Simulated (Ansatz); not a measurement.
**AlBH₄S: a ladder of functionals and wavefunction methods**

An exercise on one series of results from a longer session: the logs are not shown, and one member is left open.

The runs use Ansatz 0.2.0, Gaussian basis; functionals in def2-TZVPP, the program's frozen cores in correlated methods.

Plan: LDA (SPW92), PBE-D4, revPBE-D4, BLYP-D4, r2SCAN-D4, B97M-V, PBE0-D4, B3LYP-D4, r2SCANh-D4, r2SCAN0-D4, HSE06-D4, BHLYP-D4, CAM-B3LYP-D4, LC-ωPBE, ωB97X-V, ωB97M-V, B2PLYP, PBE-QIDH; CCSD(T)/def2-SVP; CCSD(T)/def2-TZVPP; MP2/def2-QZVPP; extrapolation to the limit; RPA on PBE.

## Structure used throughout

An earlier PBE0-D4 in a triple-zeta def2 set relaxation fixed the geometry.

SMILES `B[S][AlH2]`, 7 atoms, charge 0, spin multiplicity 1.

Atoms are counted from 1 here; the program's logs count them from 0.

Bond lengths: B1–S2 1.787 Å, B1–H4 1.194 Å, B1–H5 1.193 Å, S2–Al3 2.205 Å, Al3–H6 1.578 Å, Al3–H7 1.581 Å. Angles: S2–B1–H4 121.5°, S2–B1–H5 117.2°, H4–B1–H5 121.3°, B1–S2–Al3 99.5°, S2–Al3–H6 119.3°, S2–Al3–H7 116.4°, H6–Al3–H7 124.3°.

The first run:

The input, in.yaml:

```yaml
crystal:
  periodic: [false, false, false]
  atoms:
    - {symbol: B, position_ang: [-1.424116, 0.265100, -0.512658]}
    - {symbol: S, position_ang: [-0.039856, 1.333734, -0.145957]}
    - {symbol: Al, position_ang: [1.430555, -0.182695, 0.486692]}
    - {symbol: H, position_ang: [-1.350297, -0.919122, -0.379970]}
    - {symbol: H, position_ang: [-2.427033, 0.785191, -0.896431]}
    - {symbol: H, position_ang: [1.018320, -1.705542, 0.487813]}
    - {symbol: H, position_ang: [2.853627, 0.355333, 0.915012]}
basis:
  gaussian: {orbitals: def2-TZVPP}
hamiltonian: {xc: lda}
output: {orbitals: {seedname: orbitals}}
```

Started as:

```bash
$ ansatz run in.yaml --threads 2 --pin off --events-out ev --progress --plain --max-ram 4352MiB
```

Among the steps run: LDA; PBE-D4 (GGA); revPBE-D4 (GGA); BLYP-D4 (GGA); r2SCAN-D4 (meta-GGA); B97M-V (meta-GGA); B3LYP-D4 (hybrid); r2SCANh-D4 (hybrid); r2SCAN0-D4 (hybrid); HSE06-D4 (hybrid); BHLYP-D4 (hybrid); CAM-B3LYP-D4 (range-separated); LC-ωPBE (range-separated); ωB97X-V (range-separated); ωB97M-V (range-separated); B2PLYP (double hybrid); PBE-QIDH (double hybrid).

One table of the session follows, with a row left open; its other results are not shown here.

It belongs to the step «Orbital energies across the functionals». 

| functional | HOMO (eV) | LUMO (eV) | gap (eV) |
| --- | --- | --- | --- |
| LDA (SPW92) | -7.05 | -3.02 | 4.03 |
| PBE-D4 | -6.98 | -2.76 | 4.22 |
| revPBE-D4 | ? | ? | ? |
| BLYP-D4 | -6.86 | -2.60 | 4.26 |
| r2SCAN-D4 | -7.25 | -2.44 | 4.82 |
| B97M-V | -7.37 | -2.56 | 4.81 |
| PBE0-D4 | -8.19 | -1.89 | 6.30 |
| B3LYP-D4 | -7.98 | -2.08 | 5.90 |
| r2SCANh-D4 | -7.70 | -2.14 | 5.56 |
| r2SCAN0-D4 | -8.37 | -1.70 | 6.67 |
| HSE06-D4 | -7.80 | -2.27 | 5.53 |
| BHLYP-D4 | -9.30 | -1.00 | 8.30 |
| CAM-B3LYP-D4 | -9.50 | -0.89 | 8.61 |
| LC-ωPBE | -10.84 | 0.19 | 11.04 |
| ωB97X-V | -10.51 | 0.10 | 10.61 |
| ωB97M-V | -10.32 | -0.16 | 10.16 |

Q: Estimate the row for revPBE-D4 from the others.

The run gave: HOMO (eV): -6.95; LUMO (eV): -2.65; gap (eV): 4.30. In the column «HOMO (eV)» it lies between PBE-D4 (-6.98) and BLYP-D4 (-6.86).
